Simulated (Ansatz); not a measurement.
Ansatz (a quantum-chemistry and plane-wave program) input (B3LYP-D3(BJ)/def2-TZVP):

Ansatz 0.2 input:
```yaml
crystal:
  periodic: [false, false, false]
  atoms:
    - {symbol: Si, position_ang: [-0.00080749, -0.01193804, -0.00195986]}
    - {symbol: H, position_ang: [0.86331238, 0.83142941, 0.82007737]}
    - {symbol: H, position_ang: [-0.81219627, -0.86599694, 0.86171081]}
    - {symbol: H, position_ang: [-0.87532316, 0.83123804, -0.81311191]}
    - {symbol: H, position_ang: [0.82101892, -0.84449395, -0.87668412]}
basis:
  gaussian:
    orbitals: def2-TZVP
hamiltonian:
  xc: b3lyp
  dispersion: d3bj
relax: {f_tol: 0.002, max_steps: 150}
```

End of the output:

```
integrals: 0.01 GiB planned
437 factors; their error is unknown
mean field: 0.11 GiB planned
mean field evaluation 1: about -7942.9425 eV, gradient 1.1e1 eV
mean field evaluation 2: about -7943.3142 eV, gradient 5.5e0 eV
mean field evaluation 4: about -7943.4076 eV, gradient 9.8e-2 eV
mean field evaluation 8: about -7943.4348 eV, gradient 4.4e-4 eV
mean field -7943.43480894 eV, -291.9158449750 hartree, gradient 2.8e-5 eV, S^2 0.000000; 0 other end points of the search recorded, 0 dependent functions left out
the calculation of the forces begins
reference -7943.43501952 eV, -291.9158527139 hartree; 9, 9 occupied and 52, 52 virtual orbitals, 437 factors
relax step   1: F+E_penalty+E_count = -7943.52117204 eV  Δ(F+E_penalty+E_count) = +0.000e0 eV  max|allowed force component| = 2.278e-1 eV/Å  Δτ_max = 0.0000 Å  (18 SCF iters, accepted)
these checks for a lower state are left out or cut short: starts, cluster_reference, orbital_swaps, neighbouring_geometries, increment
integrals: 0.01 GiB planned
437 factors; their error is unknown
mean field: 0.11 GiB planned
mean field evaluation 16: about -7943.4485 eV, gradient 3.6e-5 eV
mean field -7943.44847120 eV, -291.9163470537 hartree, gradient 3.6e-5 eV, S^2 0.000000; 0 other end points of the search recorded, 0 dependent functions left out
the calculation of the forces begins
reference -7943.44868242 eV, -291.9163548161 hartree; 9, 9 occupied and 52, 52 virtual orbitals, 437 factors
relax step   2: F+E_penalty+E_count = -7943.53470721 eV  Δ(F+E_penalty+E_count) = -1.354e-2 eV  max|allowed force component| = 6.298e-2 eV/Å  Δτ_max = 0.0141 Å  (20 SCF iters, accepted)
these checks for a lower state are left out or cut short: starts, cluster_reference, orbital_swaps, neighbouring_geometries, increment
integrals: 0.01 GiB planned
437 factors; their error is unknown
mean field: 0.11 GiB planned
mean field -7943.44969150 eV, -291.9163918992 hartree, gradient 3.4e-5 eV, S^2 0.000000; 0 other end points of the search recorded, 0 dependent functions left out
the calculation of the forces begins
reference -7943.44990298 eV, -291.9163996708 hartree; 9, 9 occupied and 52, 52 virtual orbitals, 437 factors
relax step   3: F+E_penalty+E_count = -7943.53588055 eV  Δ(F+E_penalty+E_count) = -1.173e-3 eV  max|allowed force component| = 8.682e-4 eV/Å  Δτ_max = 0.0055 Å  (20 SCF iters, accepted)
integrals: 0.01 GiB planned
437 factors; their error is unknown
mean field: 0.11 GiB planned
mean field evaluation 32: about -7943.4497 eV, gradient 4.9e-4 eV
mean field -7943.44969150 eV, -291.9163918992 hartree, gradient 3.4e-5 eV, S^2 0.000000; 1 other end points of the search recorded, 0 dependent functions left out
the calculation of the forces begins
reference -7943.44990298 eV, -291.9163996708 hartree; 9, 9 occupied and 52, 52 virtual orbitals, 437 factors
Total energy: -7943.53609203 eV, -291.9195670600 hartree
Atom 0 at    -0.000800    -0.011950    -0.001989 Å, force     0.000006    -0.000010    -0.000023 eV/Å
Atom 1 at     0.874804     0.842724     0.831103 Å, force     0.000803     0.000816     0.000811 eV/Å
Atom 2 at    -0.823004    -0.877421     0.873301 Å, force    -0.000772    -0.000814     0.000859 eV/Å
Atom 3 at    -0.886998     0.842563    -0.823967 Å, force    -0.000855     0.000848    -0.000779 eV/Å
Atom 4 at     0.832002    -0.855677    -0.888415 Å, force     0.000819    -0.000840    -0.000868 eV/Å
Dipole moment:    -0.000001     0.000002     0.000004 e Å
```
